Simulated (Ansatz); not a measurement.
Molecule: SiCl₄ (charge 0, singlet). SMILES: Cl[Si](Cl)(Cl)Cl
Coordinates optimised at B3LYP-D3(BJ)/def2-TZVP (Ansatz, a program for electronic structure):
```xyz
5

Si     0.0000     0.0000     0.0000
Cl     1.1509     1.1792     1.1899
Cl    -1.1704    -1.1928     1.1569
Cl     1.1958    -1.1539    -1.1703
Cl    -1.1763     1.1675    -1.1765
```

Property: enthalpy of formation at 298 K, in kcal/mol. Terms: no dispersion term unless named; six Cartesian d functions in 6-31G* and its kin unless marked 5d; LANL2DZ with its own core potentials from Na on; frozen cores in correlated levels; UHF or UKS for open shells; non-relativistic; spin-orbit terms left out; 6-311+G** with 5d, 6d on Na to Ar in Ansatz. CBS marks a two-point X^-3 extrapolation of the correlation energy; Hartree-Fock from the larger set. The bracket is a focal-point correction in the basis named. Ab initio and DFT rows: single points at B3LYP-D3(BJ) geometries (Ansatz), with unscaled harmonic terms from B3LYP/6-31G* (Ansatz) at its own minima, enthalpies of formation by atomisation with measured atoms.

Measured values: G2/97 table in ASE (Curtiss et al.); they hold spin-orbit and core effects, anharmonicity. For Cl[Si](Cl)(Cl)Cl (enthalpy of formation at 298 K) the tabulated value and RI-MP2/CBS(cc-pV(T+d)Z,cc-pV(Q+d)Z)+[CCSD(T)-MP2]/cc-pV(T+d)Z (Ansatz) part by 4.1 kcal/mol: another conformer or state, missing terms or a fault of the table's entry are possible. 

Value to compare with, the measured value: -158.4 kcal/mol.

| level | program | enthalpy of formation at 298 K (kcal/mol) | error |
|---|---|---|---|
| PBE/STO-3G | Ansatz | -200.0 | -41.6 |
| PBE/3-21G | Ansatz | -80.9 | 77.5 |
| PBE/LANL2DZ | Ansatz | -63.6 | 94.8 |
| PBE/6-31G* | Ansatz | -146.9 | 11.5 |
| PBE/def2-SVP | Ansatz | -157.6 | 0.8 |
| PBE/6-311+G** | Ansatz | -142.9 | 15.5 |
| PBE/def2-TZVPD | Ansatz | -161.6 | -3.2 |
| RI-MP2/CBS(cc-pV(T+d)Z,cc-pV(Q+d)Z)+[CCSD(T)-MP2]/cc-pV(T+d)Z | Ansatz | -162.5 | -4.1 |

Among the 6 habitual levels, PBE/LANL2DZ lies farthest from the measured value (94.8 kcal/mol) and PBE/def2-SVP nearest (0.8); 5 of 6 lie above it, and their mean absolute error is 40.3 kcal/mol, the median 28.6. One case shows no general order.

The sets are all those run for this method; left out are runs that failed, that the program found above a lower state of the same kind, or whose <S^2> lies over 0.5 above the pure value.
